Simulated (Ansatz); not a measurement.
# hcp Zr

Calculation: r²SCAN (Ansatz, a quantum-chemistry and plane-wave program, plane waves, PAW).

Numerical settings: plane-wave cutoff 500 eV, 18×12×1 k mesh (along the axes of the cell as run), Fermi–Dirac smearing 0.1 eV, scalar-relativistic PAW data made under PBE.

Cell: relaxed at this level.

| Item | Result |
|---|---|
| surface energy of the (10-10) face | 2.12 J/m² |
| work function of the (10-10) face | 3.35 eV |

The slab of 10 atoms is relaxed and unreconstructed.

The computed numbers hold no vibrational or temperature effects.

Cost on a shared machine: around 26 core-minutes (rough).
